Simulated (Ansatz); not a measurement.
The input, for Ansatz 0.2.0:

```yaml
crystal:
  periodic: [false, false, false]
  atoms:
    - {symbol: Ge, position_ang: [0.000000, -0.063662, 1.106172]}
    - {symbol: O, position_ang: [0.000000, 0.336604, -4.980682]}
    - {symbol: H, position_ang: [1.259685, -0.812129, 1.583594]}
    - {symbol: H, position_ang: [0.000000, 1.391697, 1.581046]}
    - {symbol: H, position_ang: [-1.259685, -0.812129, 1.583594]}
    - {symbol: H, position_ang: [0.000000, -0.522511, -5.407389]}
basis:
  gaussian: {orbitals: cc-pVDZ}
magnetization: {spin_polarized: true, initial_magnetization: 0}
hamiltonian: {xc: hf}
accuracy: high
output: {forces: true, orbitals: {seedname: orbitals}}
```

```sh
$ ansatz run in.yaml --threads 1 --pin off --events-out ev --progress --plain --max-ram 2393MiB
```

The program prints:

```
1194 factors; integrals over basis functions are off by at most 1.9e-8 eV
mean field evaluation 1: about -58558.1714 eV, gradient 3.5e1 eV
mean field evaluation 2: about -58558.1884 eV, gradient 3.5e1 eV
mean field evaluation 4: about -58560.3856 eV, gradient 2.6e1 eV
mean field evaluation 8: about -58562.2366 eV, gradient 1.4e1 eV
mean field evaluation 16: about -58564.5260 eV, gradient 2.7e-1 eV
mean field evaluation 32: about -58570.5572 eV, gradient 3.5e-1 eV
mean field evaluation 64: about -58570.5595 eV, gradient 2.0e-5 eV
mean field evaluation 96: about -58570.5593 eV, gradient 6.6e-3 eV
mean field evaluation 128: about -58570.5593 eV, gradient 1.4e-2 eV
mean field evaluation 160: about -58563.1068 eV, gradient 1.3e1 eV
mean field evaluation 192: about -58570.4439 eV, gradient 3.7e0 eV
mean field evaluation 224: about -58562.2237 eV, gradient 1.4e0 eV
mean field evaluation 256: about -58570.5594 eV, gradient 9.5e-3 eV
mean field -58570.55945692 eV, -2152.4283594909 hartree, gradient 4.3e-9 eV, S^2 1.008467; 7 other end points of the search recorded, 0 dependent functions left out
the calculation of the forces begins
reference -58570.55945692 eV, -2152.4283594909 hartree; 22, 22 occupied and 39, 39 virtual orbitals, 1194 factors
Total energy: -58570.55945692 eV, -2152.4283594909 hartree
Atom 0 at     0.000000    -0.063662     1.106172 Å, force     0.000000    -0.225431     0.024735 eV/Å
Atom 1 at     0.000000     0.336604    -4.980682 Å, force    -0.000000    -0.068659    -0.033426 eV/Å
Atom 2 at     1.259685    -0.812129     1.583594 Å, force    -0.030338     0.073300    -0.032368 eV/Å
Atom 3 at     0.000000     1.391697     1.581046 Å, force    -0.000000     0.078704     0.039628 eV/Å
Atom 4 at    -1.259685    -0.812129     1.583594 Å, force     0.030338     0.073300    -0.032368 eV/Å
Atom 5 at     0.000000    -0.522511    -5.407389 Å, force     0.000000     0.068786     0.033799 eV/Å
Dipole moment:     0.000000    -0.318722    -0.208819 e Å
```

Forces (eV/Å):
```
Ge   0.000 -0.225  0.025
O    0.000 -0.069 -0.033
H   -0.030  0.073 -0.032
H    0.000  0.079  0.040
H    0.030  0.073 -0.032
H    0.000  0.069  0.034
```

Ran on 1 thread of Arm Neoverse V1, shared host: 12 s wall, 0.29 GiB peak host memory.
